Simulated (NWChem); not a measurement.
# UHSE03 (NWChem form)/def2-SVP (trust 0.2) run of BCl (SMILES [B]Cl)

We compute a geometry optimisation of BCl. 

The results are computed with NWChem 7.3.0.

## Step 1: The system as given

BCl: 2 atoms, total charge 0, spin state singlet. SMILES: `[B]Cl`. The shape was changed from the relaxed one by the stated rule. The run starts from this shape.

Bond lengths: B1–Cl2 1.649 Å.

## Step 2: A geometry optimisation at UHSE03 (NWChem form)/def2-SVP (trust 0.2)

bcl.nw

```
START bcl
memory 2200 mb

GEOMETRY noautosym
zmatrix
  B
  Cl 1 r2
variables
  r2 1.64879
end
END

BASIS spherical bse
* library def2-SVP
END

DFT
xc hse03
odft
grid medium
direct
mulliken
print low
END

DRIVER
maxiter 50
trust 0.2
END

TASK dft optimize
```

Started as:

```console
$ nwchem bcl.nw > bcl.out
```

What it wrote:

```text
Northwest Computational Chemistry Package (NWChem) 7.3.0
             --------------------------------------------------------

           Job information
           ---------------

    nwchem branch   = 7.3.0
    use scalapack   = T
    input           = bcl.nw
    prefix          = bcl.
    data base       = ./bcl.db
    status          = startup
    nproc           =        1

           Memory information
           ------------------

    heap     =     72089596 doubles =      550.0 Mbytes
    stack    =     72089601 doubles =      550.0 Mbytes
    global   =    144179200 doubles =     1100.0 Mbytes (distinct from heap & stack)
    total    =    288358397 doubles =     2200.0 Mbytes
    verify   = yes
    hardfail = no

           Directory information
           ---------------------

  0 permanent = .
  0 scratch   = .

                                NWChem Input Module
                                -------------------

 Scaling coordinates for geometry "geometry" by  1.889725989
 (inverse scale =  0.529177249)

                             Geometry "geometry" -> ""
                             -------------------------

 Output coordinates in angstroms (scale by  1.889725989 to convert to a.u.)

[... 13 lines left out ...]
            Nuclear Dipole moment (a.u.)
[... 150 lines left out ...]
           Coulomb energy =      241.275242802259
[... 108 lines left out ...]
   convergence    iter        energy       DeltaE   RMS-Dens  Diis-err    time
[... 11 lines left out ...]
 Nuclear repulsion energy =       26.637195854793
[... 119 lines left out ...]
         Total DFT energy =     -484.695372065368
[... 65 lines left out ...]
@    1    -484.69537207 -2.9D-03  0.00427  0.00427  0.03801  0.06584      6.0
[... 55 lines left out ...]
    Exchange-Corr. energy =      -32.070682144033
[... 112 lines left out ...]
   convergence    iter        energy       DeltaE   RMS-Dens  Diis-err    time
[... 11 lines left out ...]
 Nuclear repulsion energy =       26.026898247644
[... 116 lines left out ...]
           Coulomb energy =      240.185797761927
[... 77 lines left out ...]
            Nuclear Dipole moment (a.u.)
[... 44 lines left out ...]
@    3    -484.69541153 -6.8D-09  0.00000  0.00000  0.00006  0.00011     10.3
[... 19 lines left out ...]
    2 Cl                  17.0000     0.00000000     0.00000000     0.41449294

      Atomic Mass
      -----------

      B                 11.009310
      Cl                34.968850

 Effective nuclear repulsion energy (a.u.)      26.0252227276

            Nuclear Dipole moment (a.u.)
            ----------------------------
        X                 Y               Z
 ---------------- ---------------- ----------------
     0.0000000000     0.0000000000     0.9018062004

                Final and change from initial internal coordinates
                --------------------------------------------------

                                Z-matrix (user)
                                --------

 Units are Angstrom for bonds and degrees for angles

      Type          Name      I     J     K     L     M      Value       Change
      ----------- --------  ----- ----- ----- ----- ----- ---------- ----------
    1 Stretch      r2          2     1                       1.72833    0.07954

 ==============================================================================
                                internuclear distances
 ------------------------------------------------------------------------------
       center one      |      center two      | atomic units |  angstroms
 ------------------------------------------------------------------------------
    2 Cl               |   1 B                |     3.26606  |     1.72833
 ------------------------------------------------------------------------------
                         number of included internuclear distances:          1
 ==============================================================================

 Task  times  cpu:       10.3s     wall:       10.3s
 Total times  cpu:       10.3s     wall:       10.3s
```

Wall time 11 s (1 thread of Intel Xeon Platinum 8259CL at 2.50GHz (Skylake/Cascade Lake), shared host); peak memory 0.11 GiB.

Step by step:

```tsv
step	energy from the first frame kept (eV)	largest force (eV/Å)
0	0.0000	2.1425
1	-0.0782	0.2198
2	-0.0793	0.0025
3	-0.0793	0.0003
```

After the run. Bond lengths: B1–Cl2 1.728 Å.

## Step 3: Summary of results

Level: UHSE03 (NWChem form)/def2-SVP (trust 0.2).

| quantity | value |
| --- | --- |
| total energy at the end | -484.69541 Eh |
| bond length | 1.728 Å |

In words: At the final geometry: Bond lengths: B1–Cl2 1.728 Å. The optimisation took 4 steps and changed the energy by -0.079 eV.
